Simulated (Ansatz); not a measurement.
SiH2⁺, doublet: reading a ladder of total energies

Geometry: that of the SiH2, singlet, kept fixed.

```yaml
atoms:
  - { symbol: Si, position_ang: [0.0000, -0.0715, 0.0000] }
  - { symbol: H, position_ang: [0.0000, 0.9958, -1.0900] }
  - { symbol: H, position_ang: [0.0000, 0.9958, 1.0900] }
```

Basis cc-pVTZ; Ansatz 0.2.0. Correlated methods freeze the noble-gas cores, which leaves 5 electrons in 57 orbitals. Prefix R: restricted or restricted open-shell reference; prefix U: unrestricted.

Full CI is exact within this basis and frozen core; it isn't the basis-set limit. The frozen core follows each run's orbitals, which can shift R against U totals by a few meV.

Runs differ by some tens of microhartree through their thresholds and, for an open shell, their frozen cores, so steps under 0.1 kcal/mol mean nothing.

```json
{"level": "UHF", "total energy (hartree)": "-289.720709"}
{"level": "UMP2", "total energy (hartree)": "-289.797855"}
{"level": "UCCSD", "total energy (hartree)": "-289.819366"}
{"level": "UCCSD(T)", "total energy (hartree)": "-289.821636"}
{"level": "UCCSDT", "total energy (hartree)": "-289.822320"}
{"level": "UCCSDT(Q)", "total energy (hartree)": "-289.822363"}
{"level": "full CI", "total energy (hartree)": "-289.822319"}
```

What is the correlation energy at full CI, and what share of it do UMP2 and UCCSD(T) recover?

E(corr) = -289.822319 − (-289.720709) = -0.101610 hartree = -2.765 eV. UMP2: -0.077146 / -0.101610 = 75.92 %. UCCSD(T): -0.100927 / -0.101610 = 99.33 %.

By how many kcal/mol does UCCSD(T) miss full CI (1 hartree = 627.509 kcal/mol), and which steps make up the rest?

-289.821636 − (-289.822319) = 0.000683 hartree = 0.43 kcal/mol. Steps: UCCSDT − UCCSD(T) = -0.43, UCCSDT(Q) − UCCSDT = -0.03, full CI − UCCSDT(Q) = 0.03 kcal/mol. That is within 1 kcal/mol of the reference in this basis, which itself misses far more of the correlation at the basis-set limit.
